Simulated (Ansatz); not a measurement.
in.yaml

```yaml
crystal:
  periodic: [false, false, false]
  atoms:
    - {symbol: Sn, position_ang: [0.000000, 0.000000, 0.000000]}
    - {symbol: H, position_ang: [0.000000, 0.000000, 4.987000]}
basis:
  gaussian: {orbitals: def2-SVPD}
total_charge: -1
magnetization: {spin_polarized: true, initial_magnetization: 2}
correlation: {method: ccsd_t, electrons: outside_noble_gas}
scf: {lower_state_search: off}
```

```sh
$ ansatz run in.yaml --threads 1 --pin off --events-out ev --progress --plain --max-ram 2393MiB
```

Log:

```
these checks for a lower state are left out or cut short: stability, starts, cluster_reference, orbital_swaps, neighbouring_geometries, increment
505 factors; integrals over basis functions are off by at most 3.6e-4 eV
mean field evaluation 1: about -5816.8276 eV, gradient 8.9e0 eV
mean field evaluation 2: about -5816.8293 eV, gradient 8.9e0 eV
mean field evaluation 4: about -5817.9511 eV, gradient 9.0e-1 eV
mean field evaluation 8: about -5817.9809 eV, gradient 3.6e-1 eV
mean field evaluation 16: about -5819.5253 eV, gradient 3.1e-1 eV
mean field -5819.52955449 eV, -213.8637665087 hartree, gradient 2.3e-6 eV, S^2 2.997804; 0 other end points of the search recorded, 0 dependent functions left out
9 core orbitals not correlated: weight in the atoms' cores, before any rotation towards them, 1.000 or more for the frozen orbitals, at most 0.000 for the correlated occupied ones
reference -5819.52955449 eV, -213.8637665087 hartree; 4, 2 occupied and 27, 29 virtual orbitals, 505 factors
second order -1.27529389 eV of doubles, -0.00000000 eV of singles
cycle   1  -1.55432636 eV  change   -2.8e-1 eV  update   4.9e-2
cycle   2  -1.64000827 eV  change   -8.6e-2 eV  update   1.6e-2
cycle   3  -1.64372359 eV  change   -3.7e-3 eV  update   7.6e-3
cycle   4  -1.64640042 eV  change   -2.7e-3 eV  update   5.3e-3
cycle   5  -1.64735068 eV  change   -9.5e-4 eV  update   3.2e-3
cycle   6  -1.64738805 eV  change   -3.7e-5 eV  update   1.2e-3
cycle   7  -1.64774078 eV  change   -3.5e-4 eV  update   7.1e-4
cycle   8  -1.64793237 eV  change   -1.9e-4 eV  update   6.0e-4
cycle   9  -1.64775262 eV  change    1.8e-4 eV  update   4.5e-4
cycle  10  -1.64794380 eV  change   -1.9e-4 eV  update   3.4e-4
cycle  11  -1.64803241 eV  change   -8.9e-5 eV  update   2.9e-4
cycle  12  -1.64807208 eV  change   -4.0e-5 eV  update   2.3e-4
cycle  13  -1.64798061 eV  change    9.1e-5 eV  update   1.8e-4
cycle  14  -1.64801011 eV  change   -3.0e-5 eV  update   1.3e-4
cycle  15  -1.64805086 eV  change   -4.1e-5 eV  update   9.1e-5
cycle  16  -1.64806591 eV  change   -1.5e-5 eV  update   7.5e-5
cycle  17  -1.64805047 eV  change    1.5e-5 eV  update   5.9e-5
cycle  18  -1.64804892 eV  change    1.6e-6 eV  update   3.6e-5
cycle  19  -1.64805517 eV  change   -6.2e-6 eV  update   2.1e-5
cycle  20  -1.64806351 eV  change   -8.3e-6 eV  update   1.4e-5
cycle  21  -1.64806068 eV  change    2.8e-6 eV  update   7.7e-6
cycle  22  -1.64805786 eV  change    2.8e-6 eV  update   4.8e-6
perturbative correction -0.03557365 eV, -0.0013073075 hartree
Total energy: -5821.21318600 eV, -213.9256388255 hartree
Checks for a lower state left out: stability, starts, cluster_reference, orbital_swaps, neighbouring_geometries, increment
```

Ran on 1 thread of AMD EPYC, shared host: 2 s wall, 0.15 GiB peak host memory.
